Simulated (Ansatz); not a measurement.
`CCCCC(C)C` + HCl → `CC(C)CCl` + `CCC`  (substitution at a C–C bond)

Computed with Ansatz on PBE0-D4/def2-TZVP structures; ΔE is electronic, products minus reactants. CBS: MP2 limit from def2 TZ/QZ plus the TZ coupled-cluster correction, frozen cores. This one scheme is used for every species. DFT in def2-TZVPP. One conformer a species, not always the lowest.

`CCCCC(C)C`:

Z-matrix (Å, degrees):
```
C
C 1 1.519
H 1 1.094 2 111.1
H 1 1.094 2 111.1 3 -119.5
H 1 1.092 2 111.7 3 120.2
C 2 1.520 1 113.0 3 59.8
H 2 1.096 1 109.7 3 -178.1
H 2 1.096 1 109.6 3 -62.2
C 6 1.520 2 113.1 1 -179.8
H 6 1.096 2 108.8 1 -57.1
H 6 1.098 2 109.2 1 58.2
C 9 1.526 6 115.2 2 -175.8
H 9 1.097 6 108.7 2 -53.8
H 9 1.099 6 109.4 2 61.3
C 12 1.522 9 112.3 6 -62.9
C 12 1.522 9 110.4 6 173.4
H 12 1.099 9 107.6 6 55.8
H 15 1.093 12 111.0 9 -178.9
H 15 1.092 12 112.2 9 60.7
H 15 1.095 12 110.5 9 -59.6
H 16 1.093 12 111.4 9 -177.8
H 16 1.095 12 110.6 9 62.5
H 16 1.093 12 111.4 9 -57.2
```

HCl:

```xyz
2

Cl   -0.633   -0.076    0.049
H     0.633    0.076   -0.049
```

`CC(C)CCl`:

Cartesian coordinates in Å:
```
C 1.185 -0.549 -0.700
C -0.227 -0.157 -0.281
C -0.607 -0.800 1.043
C -0.313 1.356 -0.227
Cl -1.975 1.947 0.059
H 1.920 -0.206 0.035
H 1.453 -0.121 -1.669
H 1.276 -1.634 -0.775
H -0.927 -0.498 -1.052
H -0.561 -1.888 0.971
H 0.083 -0.488 1.834
H -1.617 -0.520 1.346
H 0.009 1.803 -1.167
H 0.302 1.756 0.582
```

`CCC`:

Z-matrix (Å, degrees):
```
C
C 1 1.519
H 1 1.094 2 111.1
H 1 1.094 2 111.1 3 119.5
H 1 1.093 2 111.7 3 -120.3
C 2 1.519 1 112.7 3 -59.7
H 2 1.095 1 109.5 3 178.2
H 2 1.095 1 109.5 3 62.4
H 6 1.094 2 111.0 1 59.7
H 6 1.093 2 111.7 1 -180.0
H 6 1.094 2 111.1 1 -59.7
```

```
             level  ΔE (eV)
           PBE0-D4     0.12
           ωB97M-V     0.13
            revPBE     0.00
              BLYP    -0.02
     CCSD/def2-SVP     0.25
    MP2/def2-TZVPP     0.17
CCSD(T)/def2-TZVPP     0.18
    CCSD/CBS(def2)     0.16
```

What does CCSD(T)/CBS give? (An estimate is asked.)

Ansatz gave: +0.16 eV. The listed levels differ from it by -0.04, -0.03, -0.16, -0.18, 0.09, 0.01, 0.02, 0.00 eV.

Largest T1 diagnostic among the species: 0.009.

Leaving LDA and LC-ωPBE aside and taking each functional with its dispersion term where it has one, the values, not all of them listed here, spread over 0.08 eV, from BLYP-D4 to PBE-QIDH. LDA lies +0.12 eV from PBE without D4. At CCSD(T), def2-SVP lies +0.09 eV from the extrapolated value and def2-TZVPP +0.02 eV.
